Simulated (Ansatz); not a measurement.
W (bcc, W type): values from a third-order Birch-Murnaghan fit to a volume scan beside measured ones. Computed values: r2SCAN (plane waves to 500 eV, PAW, scalar-relativistic; Ansatz, a program for electronic structure). Spin-orbit coupling is left out, though W is heavy. W is run without spin polarisation. W was relaxed with its symmetry unable to fall.

```tsv
quantity	reference	kind
Lattice constant a (Å)	3.16	measured, corrected to the static lattice
```

References as given in: Daniel Mejia-Rodriguez, S. B. Trickey, Physical Review B (2018), arXiv:1807.09216.

**Question.** Estimate the r2SCAN values and the sign and size of each difference.

**Answer.** 
```csv
quantity,r2SCAN,difference
Lattice constant a (Å),3.169,+0.3 %
```

For the lattice constant a it lies within 0.3 % of the reference.

(A scan under strain: stresses follow from slopes of the energy per volume, elastic moduli from its curvatures.)
